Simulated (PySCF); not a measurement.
An unknown is described by computed data only.

Formula: C3H4NO; charge -1.

* Rotational structure: rotational constants A, B, C: 27.080, 2.375, 2.246 GHz [PBE0-D3(BJ)/def2-SVP]
* Couplings: largest of the computed one-bond spin–spin couplings (means over like bonds): 13C–1H +145.5 (×2), 13C–1H +138.1 (×2), 13C–13C +54.5, 17O–13C +34.8, 15N–13C -18.7, 13C–13C +17.9 Hz [B3LYP/pcJ-1]
* 13C NMR: chemical shifts (computed TMS as zero) by class: 139.0 (1 C), 77.4 (1 C), 29.9 (1 C) ppm [GIAO HF/pcSseg-2]
* NMR, other nuclei: isotropic shieldings of nuclei other than C and H, by class: -19 (1 N), 263 (1 O) ppm [GIAO HF/pcSseg-2]
* 1H NMR: chemical shifts (computed TMS as zero) by class: 4.63 (2 H), 1.41 (2 H) ppm [GIAO HF/pcSseg-2]

Electronic properties: PySCF, gas phase, density fitting. Levels stand in brackets. The structure is a single PBE0-D3(BJ)/def2-SVP conformer in the gas phase; no vibrational or solvent corrections. The geometry's basis has no diffuse functions, a weakness for an anion. The HOMO energy is positive, so at this level the finite basis confines the outermost electrons. No diffuse functions stand in pcJ-1 and pcSseg-2, which bears on an anion's orbital energies. NMR classes are plain means over equivalent atoms (diastereotopic ones count apart unless rotation or inversion swaps them), as if these changed places fast.

Task: What is the compound? Reason from the data.

Result: Numbering: `[N:1]#[C:2][CH2:3][CH2:4][O-:5]`. 3 carbons fall into 3 classes; from least to most shielded: nitrile carbon [C2] (139.0 ppm), sp3 carbon bound to oxygen [C4] (77.4 ppm), sp3 carbon next to a nitrile [C3] (29.9 ppm). Hydrogen classes from least to most shielded: 2 H on an sp3 carbon bound to oxygen, C4 (4.63 ppm), 2 H on an sp3 carbon next to a nitrile, C3 (1.41 ppm). The other shieldings belong to: -19 ppm, nitrile nitrogen [N1]; 263 ppm, alkoxide oxygen [O5]. The couplings run between: +145.5 Hz, sp3 carbon next to a nitrile [C3] and its hydrogen (with 1 like pair); +138.1 Hz, sp3 carbon bound to oxygen [C4] and its hydrogen (with 1 like pair); +54.5 Hz, nitrile carbon [C2] and sp3 carbon next to a nitrile [C3]; +34.8 Hz, alkoxide oxygen [O5] and sp3 carbon bound to oxygen [C4]; -18.7 Hz, nitrile nitrogen [N1] and nitrile carbon [C2]; +17.9 Hz, sp3 carbon next to a nitrile [C3] and sp3 carbon bound to oxygen [C4]. The optimised geometry has point group Cs and is an asymmetric top. Structure: `N#CCC[O-]`. The assignments are read from this structure; whether some other isomer fits the data as well wasn't checked.

Shape of the structure used: `[N:1]#[C:2][CH2:3][CH2:4][O-:5]`: C2–C3–C4–O5 179°.
